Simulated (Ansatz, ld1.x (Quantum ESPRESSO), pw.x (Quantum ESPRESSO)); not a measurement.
## Equation-of-state test of one TM potential (lithium (Li))

lithium (Li), norm-conserving Troullier–Martins (Kleinman–Bylander form), made with ld1.x (Quantum ESPRESSO) 7.5 (LDA (PW92), scalar-relativistic). Core [He], reference 2s0.5 2p0 (charge +0.5). Waves: 2s (bound): rc 3.05 bohr; 3d channel at -0.15 Ry: rc 3.65 bohr; 2p (bound, empty): rc 4.20 bohr. Local part: the p channel. Core correction: none.

Atomic tests: cutoffs needed: 6 Ry and 6 Ry (the cutoffs (Ry, on a coarse ladder) from which the occupation-weighted sum of valence levels, in a spherical-Bessel basis at the reference potential, stays within 10 and 1 mRy of its value at 400 Ry); ghost test: no extra level below or beside the all-electron valence levels (s, d, p, f tested) (spherical-Bessel basis up to 400 Ry, 20 bohr box); largest excitation error: +6.5 meV (all-electron minus pseudo) for 2s1 2p0, out of 2 test configurations.

Crystal test: fcc Li in pw.x 7.5, no spin, 13³ k-points, Fermi–Dirac smearing 0.01 Ry, cutoffs 35/140 Ry. The reference is all-electron LAPW (Ansatz 0.2.0) with the same functional, mesh and smearing; V0 and B0 come from Birch–Murnaghan fits to the pressures at five volumes. Errors are pseudo minus all-electron; Δ is the rms difference of the E(V) curves that follow from these fits, minima aligned, over ±6 % about the mean V0. Mesh and smearing are coarse, so the numbers serve the comparison and aren't converged zero-temperature values; the lattice is a test structure that the element need not adopt.

| V (Å³/atom) | P all-electron (GPa) | P pseudo (GPa) |
| --- | --- | --- |
| 18.111 | 0.78 | -1.03 |
| 18.587 | 0.35 | -1.29 |
| 19.064 | -0.04 | -1.52 |
| 19.541 | -0.39 | -1.73 |
| 20.017 | -0.70 | -1.91 |

All-electron: a0 = 4.237 Å (V0 = 19.01 Å³/atom), B0 = 14.9 GPa.

Pseudopotential: mean pressure error (GPa): -1.50. The pressure does not cross zero within the volumes sampled, so no fit is given. The largest radius (4.20 bohr) exceeds half the bond length (2.83 bohr), so the spheres overlap, which is one possible source of error among others. This is a poor potential for the solid. The atomic tests give no hint of an error of this size, and its cause was not traced.

At the middle volume, how do free energy and pressure move when the wave cutoff is lowered (ecutrho kept at four times it)?

```tsv
cutoff (Ry)	shift of F (meV/atom)	shift of P (GPa)
16	+0.1	-0.00
21	+0.1	-0.00
28	+0.0	+0.00
```

Input at the middle volume:

```
&control
  calculation='scf', prefix='x', pseudo_dir='./', outdir='./tmp', tstress=.true., disk_io='none'
/
&system
  ibrav=0, nat=1, ntyp=1, ecutwfc=35, ecutrho=140, nbnd=7,
  occupations='smearing', smearing='fd', degauss=0.01
/
&electrons
  conv_thr=1e-09, mixing_beta=0.4, electron_maxstep=70
/
ATOMIC_SPECIES
Li 1.0 Li.UPF
CELL_PARAMETERS angstrom
  0.00000000 2.12028713 2.12028713
  2.12028713 0.00000000 2.12028713
  2.12028713 2.12028713 0.00000000
ATOMIC_POSITIONS crystal
Li 0.0000 0.0000 0.0000
K_POINTS automatic
13 13 13 0 0 0
```

```bash
pw.x < Li.scf.in > Li.scf.out
```

Lines of the output:

```
Message from routine setup:
     using ibrav=0 with symmetry is DISCOURAGED, use correct ibrav instead
     lattice parameter (alat)  =       5.6664  a.u.
     unit-cell volume          =     128.6502 (a.u.)^3
     number of electrons       =         1.00
     number of Kohn-Sham states=            7
     kinetic-energy cutoff     =      35.0000  Ry
     charge density cutoff     =     140.0000  Ry
     scf convergence threshold =      1.0E-09
     Exchange-correlation= PW
     number of k points=    84  Fermi-Dirac smearing, width (Ry)=  0.0100
     iteration #  1     ecut=    35.00 Ry     beta= 0.40
     total energy              =      -0.53512285 Ry
     estimated scf accuracy    <       0.00026517 Ry
     iteration #  2     ecut=    35.00 Ry     beta= 0.40
     total energy              =      -0.53523834 Ry
     estimated scf accuracy    <       0.00009933 Ry
     iteration #  3     ecut=    35.00 Ry     beta= 0.40
     total energy              =      -0.53524297 Ry
     estimated scf accuracy    <       0.00000001 Ry
     iteration #  4     ecut=    35.00 Ry     beta= 0.40
     total energy              =      -0.53524299 Ry
     estimated scf accuracy    <          4.6E-09 Ry
     iteration #  5     ecut=    35.00 Ry     beta= 0.40
     the Fermi energy is     0.3951 ev
!    total energy              =      -0.53524299 Ry
     estimated scf accuracy    <          4.7E-12 Ry
     smearing contrib. (-TS)   =      -0.00232626 Ry
     The total energy is F=E-TS. E is the sum of the following terms:
     one-electron contribution =       0.40500421 Ry
     hartree contribution      =       0.00101220 Ry
     xc contribution           =      -0.36679254 Ry
     ewald contribution        =      -0.57214061 Ry
     convergence has been achieved in   5 iterations
          total   stress  (Ry/bohr**3)                   (kbar)     P=      -15.18
     Message from routine punch:
     Nothing written, as per user request (disk_io='none')
```

The 8 pw.x runs together took about 19 s on one core of a shared server CPU.
